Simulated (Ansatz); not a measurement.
## CHO3 (charge -1), SMILES O=C([O-])O: a geometry optimisation

Run with Ansatz 0.2.0 through its Python package.

Script `cho3.py`:
```python
"""Relax the CHO3(-) molecule."""

import itertools

import ansatz as az
from ase.data import atomic_numbers, covalent_radii
import numpy as np

SETTINGS = {
    "basis_set": "cc-pVDZ",
    "functional": "B3LYP",
    "charge": -1,
}

geometry_ang = [
    ("O", (0.174, -1.13424, -0.64461)),
    ("C", (0.20829, -0.32235, 0.27768)),
    ("O", (0.62708, -0.3981, 1.41976)),
    ("O", (-0.36211, 0.97273, -0.0681)),
    ("H", (-0.64726, 0.88195, -0.98473)),
]
geometry = az.Crystal.molecule()
for symbol, xyz in geometry_ang:
    geometry = geometry.atom(symbol, xyz)

model = (
    geometry.calculation()
    .basis(gaussian=SETTINGS["basis_set"])  # the orbital basis, by name
    .functional(SETTINGS["functional"])
    .charge(SETTINGS["charge"])
)
symbols = [site.symbol for site in geometry.cartesian_sites]
start = np.array([site.position_ang for site in geometry.cartesian_sites], dtype=float)
def progress(event):
    if event["event"] == "relax_step":
        row = event["data"]
        print(f"step {row['step']:3d}  E = {row['lagrangian_ev']:.6f} eV  largest force component {row['allowed_force_max_ev_ang']:.4f} eV/A")


report = model.relax(force_tolerance=0.005, max_steps=100).session().plan().execute(on_event=progress).report
end = np.array(report["positions_ang"])

print("reference energy %16.6f eV" % report["reference_energy_ev"])
print("total energy     %16.6f eV" % report["free_energy_ev"])
print("occupied orbitals outside the frozen core (up, down):", report["n_occupied"], " frozen:", report["n_frozen"], " virtual:", report["n_virtual"])

# pairs closer than 1.2 times the sum of covalent radii, before or after
radius = [covalent_radii[atomic_numbers[s]] for s in symbols]
span = lambda where, i, j: np.linalg.norm(where[i] - where[j])
bonded = [(i, j) for i, j in itertools.combinations(range(len(symbols)), 2) if min(span(start, i, j), span(end, i, j)) < 1.2 * (radius[i] + radius[j])]
print("pair        before    after (A)")
for i, j in bonded:
    print(f"{symbols[i]}{i}-{symbols[j]}{j}".ljust(10), f"{span(start, i, j):8.4f} {span(end, i, j):8.4f}")
for first, second in list(itertools.combinations(bonded, 2)):
    shared = set(first) & set(second)
    if shared and symbols[(j := shared.pop())] != "H":
        i, k = sorted((set(first) | set(second)) - {j})
        u, v = end[i] - end[j], end[k] - end[j]
        angle = np.degrees(np.arccos(np.clip(u @ v / np.linalg.norm(u) / np.linalg.norm(v), -1, 1)))
        print(f"final angle {symbols[i]}{i}-{symbols[j]}{j}-{symbols[k]}{k}: {angle:.2f} deg")

charges = report["charge_distribution"]
dipole = np.array(charges["dipole_moment_e_ang"]) * 4.803205
print("dipole (D): {:.3f} {:.3f} {:.3f}, length {:.3f}".format(*dipole, np.linalg.norm(dipole)))
print("atom  Mulliken   Lowdin")
for symbol, m, l in zip(symbols, charges["mulliken_charges_e"], charges["lowdin_charges_e"]):
    print(f"{symbol:4s} {m:9.3f} {l:8.3f}")
with open("cho3_opt.xyz", "w") as handle:
    handle.write(f"{len(symbols)}\nrelaxed CHO3(-)\n")
    handle.writelines(f"{s:2s} {x:11.6f} {y:11.6f} {z:11.6f}\n" for s, (x, y, z) in zip(symbols, end))
```

Output of `python cho3.py`:
```text
step   1  E = -7195.963294 eV  largest force component 1.6442 eV/A
step   2  E = -7196.012792 eV  largest force component 0.3741 eV/A
step   3  E = -7196.018482 eV  largest force component 0.2142 eV/A
step   4  E = -7196.018707 eV  largest force component 0.1746 eV/A
step   5  E = -7196.004687 eV  largest force component 0.7445 eV/A
step   6  E = -7196.020654 eV  largest force component 0.1260 eV/A
step   7  E = -7196.020850 eV  largest force component 0.0153 eV/A
step   8  E = -7196.020856 eV  largest force component 0.0016 eV/A
reference energy     -7196.020992 eV
total energy         -7196.020992 eV
occupied orbitals outside the frozen core (up, down): [16, 16]  frozen: 0  virtual: [45, 45]
pair        before    after (A)
O0-C1        1.2292   1.2547
C1-O2        1.2188   1.2394
C1-O3        1.4568   1.4541
O3-H4        0.9642   0.9704
final angle O0-C1-O2: 132.85 deg
final angle O0-C1-O3: 113.06 deg
final angle O2-C1-O3: 114.08 deg
final angle C1-O3-H4: 99.87 deg
dipole (D): -1.046 1.423 -1.596, length 2.381
atom  Mulliken   Lowdin
O       -0.474   -0.099
C        0.145   -0.809
O       -0.435   -0.067
O       -0.318    0.086
H        0.083   -0.111
```

It writes `cho3_opt.xyz`:
```text
5
relaxed CHO3(-)
O     0.157109   -1.120519   -0.679185
C     0.201926   -0.307290    0.275223
O     0.630523   -0.391583    1.435078
O    -0.364509    0.990524   -0.055202
H    -0.625049    0.828858   -0.975914
```

Notes:
- Total energies depend on the basis set; only differences at equal settings carry meaning.
- The end point is the stationary point reached from this start; no frequency run checks that it is a minimum, and the basis set is modest.
- The Löwdin charges here are taken after orthogonalising the functions within each atom; they differ from plain Löwdin charges, and their signs can be unphysical.
- An ion's dipole depends on the origin; the program takes it about the centre of nuclear charge.
- b3lyp holds the VWN-RPA fit, as in Gaussian; the form of ORCA and Turbomole is b3lyp5.
- Anions want diffuse functions, which this basis lacks.
- Finished in 15 s on 1 thread of AMD EPYC 7R43 64-Core Processor (Zen 3), with other jobs on the host, peak memory 0.18 GiB.

(Lines on the test bed's own set-up are left out of the output.)
